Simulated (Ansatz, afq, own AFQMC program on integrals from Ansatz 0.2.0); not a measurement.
SiH₄ + HO, doublet: a scan with AFQMC

| atom | x (Å) | y (Å) | z (Å) |
| --- | --- | --- | --- |
| Si | -0.9804 | 0.0193 | 0.0000 |
| H | -1.4753 | 1.4190 | 0.0000 |
| H | -1.4753 | -0.6806 | 1.2122 |
| H | -1.4753 | -0.6806 | -1.2122 |
| H | 0.5042 | 0.0193 | 0.0000 |
| O | 1.8366 | 0.0193 | 0.0000 |
| H | 2.0884 | -0.9207 | 0.0000 |

A hydrogen atom is moved from one rigid fragment to the other; the Si1–H5 distance tells how far. The two fragments are held close together, so this isn't a minimum-energy path and the start is a compressed complex. Energies in kJ/mol count from this geometry (1.485 Å) at the same level; the start stands on UHF, each point on the determinant named.

Basis cc-pVDZ. Noble-gas cores (and the filled d shells of Ga–Kr and In–Xe) are frozen. Ansatz 0.2.0 and our own AFQMC program on the same integrals; the CISD trial comes from CCSD amplitudes, and released means the phaseless constraint is let go. ± is one standard error of the sampling.

| r(Si1–H5) / Å | det. | T1 | weight | ⟨S²⟩ | PBE0 | CCSD | CCSD(T) |
| --- | --- | --- | --- | --- | --- | --- | --- |
| 1.582 | UHF | 0.021 | 0.87 | 0.78 | -21.9 | -17.6 | -18.9 |
| 1.631 | UHF | 0.019 | 0.87 | 0.78 | -33.4 | -29.1 | -30.6 |
| 1.680 | UHF | 0.016 | 0.87 | 0.78 | -45.4 | -42.4 | -43.9 |
| 1.729 | UHF | 0.014 | 0.87 | 0.77 | -57.0 | -56.3 | -57.5 |
| 1.827 | UHF | 0.013 | 0.88 | 0.76 | -71.8 | -76.9 | -77.0 |

Estimate the curve of CCSDT(Q), counted from the same start.


```
r(Si1–H5) / Å  det.     T1  weight  ⟨S²⟩  CCSDT(Q)  ph-AFQMC/CISD  released AFQMC
        1.582   UHF  0.021    0.87  0.78     -19.2    -18.3 ± 0.6     -17.8 ± 0.8
        1.631   UHF  0.019    0.87  0.78     -30.9    -30.4 ± 0.5     -30.1 ± 0.8
        1.680   UHF  0.016    0.87  0.78     -44.1    -44.0 ± 0.5     -43.7 ± 0.6
        1.729   UHF  0.014    0.87  0.77     -57.6    -57.7 ± 0.6     -56.5 ± 0.8
        1.827   UHF  0.013    0.88  0.76     -76.7    -77.1 ± 0.7     -75.7 ± 0.6
```

Weight is that of the determinant in the CISD state; at the start T1 is 0.022 and the weight 0.87, and ⟨S²⟩ is 0.77. Largest departures from CCSDT(Q), at the points where its series has closed: CCSD(T) -0.3 kJ/mol at 1.827 (on UHF), ph-AFQMC/CISD 0.8 kJ/mol at 1.582 (on UHF) (within the noise), released AFQMC 1.4 kJ/mol at 1.582 (on UHF) (within the noise), PBE0 4.9 kJ/mol at 1.827, CCSD 1.8 kJ/mol at 1.631 (on UHF). Functionals count only at points shown to share the start's state and spin. In this small basis the wave-function levels are far from their limit, so their gap to the functionals isn't the functionals' error.

A walk keeps the symmetry of its determinant, which the program's search chose and which needn't be the lowest solution, so a lower state of the same spin and another symmetry isn't excluded. Released energies are given only where the last usable release times agree within the noise; a slower fall can still hide under it.
